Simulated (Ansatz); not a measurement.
Results of revPBE (PAW; Ansatz, a first-principles code) for cubic perovskite KTaO₃.

The run printed, among other lines:

```
Crystal: 5 atoms, lattice volume = 66.291 Å³
Basis set: ecut = 520 eV, 1791 PW (Γ), exchange–correlation on 64×64×64 points (8 copies of the dense FFT grid, shifted against one another)
Bands: 25, of which v1, the nominal top of the filled ones, is band 20 counted from 1 (19 counted from 0)
Symmetry: 48 space group operations
Space group: Pm-3m (ITA 221), of the structure as read, at distance tolerance 4.0e-5 Å
k-points: 35 of 512
Functional: x = revpbe(κ = 1.245, μ = 0.2195149727645171), c = pbe(β = 0.06672455060314922)
SCF iter   1: F=—  HF=-13193.867957 eV  |F-HF|=—  |Δ(HF+E_count)|=         —  Δρ=2.91e-3  dr2=4.13e-3
SCF iter   2: F=—  HF=-13193.867961 eV  |F-HF|=—  |Δ(HF+E_count)|=   3.93e-6  Δρ=1.57e-3  dr2=7.80e-4
  ...
SCF iter   7: F=—  HF=-13193.868243 eV  |F-HF|=—  |Δ(HF+E_count)|=   5.00e-8  Δρ=1.53e-6  dr2=9.71e-10
SCF iter   8: F=-13193.868243 eV  HF=-13193.868243 eV  |F-HF|=2.18e-11  |Δ(HF+E_count)|=   1.84e-9  Δρ=1.56e-7  dr2=1.19e-11
SCF 1 converged in 8 iterations: F = -13193.868243 eV  dr2 = 1.19e-11
SCF converged after 8 iterations
Free energy (F): -13193.868243 eV
Internal energy: -13193.868243 eV  (E = F + TS)
E sigma→0 (E₀):  -13193.868243 eV
Fermi energy:    9.395818 eV
--- Forces (eV/Å), atoms counted from 1 ---
  atom   1  K     -0.00000000     0.00000000    -0.00000000
  atom   2  Ta     0.00000000    -0.00000000     0.00000000
  atom   3  O     -0.00000000    -0.00000000     0.00000000
  atom   4  O      0.00000000     0.00000000     0.00000000
  atom   5  O     -0.00000000     0.00000000    -0.00000000
--- Stress (GPa, compression-positive) ---
       -0.001418      -0.000000       0.000000
        0.000000      -0.001418       0.000000
        0.000000       0.000000      -0.001418
  P = ⅓ Tr σ = -0.0014 GPa (-0.014 kbar)
```

Task: Write an input file that could have produced this run (the log leaves some choices open).

Result: Several could match; the one computed here: 
Ansatz 0.2 input:
```yaml
crystal:
  lattice:
    - [4.0471640862, 0.0, 0.0]
    - [0.0, 4.0471640862, 0.0]
    - [0.0, 0.0, 4.0471640862]
  atoms:
    - { symbol: K, position: [0.0, 0.0, 0.0] }
    - { symbol: Ta, position: [0.5, 0.5, 0.5] }
    - { symbol: O, position: [0.5, 0.0, 0.5] }
    - { symbol: O, position: [0.0, 0.5, 0.5] }
    - { symbol: O, position: [0.5, 0.5, 0.0] }
basis:
  ecutwfc: 520
  ecutrho_ratio: 4
  xc_grid: 2
kpoints:
  mp_grid: { grid: [8, 8, 8] }
hamiltonian:
  xc: revpbe
  dispersion: none
  pseudopotentials: { kind: paw }
scf:
  occupations: { method: fermi_dirac, width: 0.01 }
  convergence: { dr2_threshold: 0.0000000005 }
output:
  forces: true
  stress: true
  eigenvalues: true
```

The PAW data were made under PBE.

Computing time: very roughly 4 core-seconds.
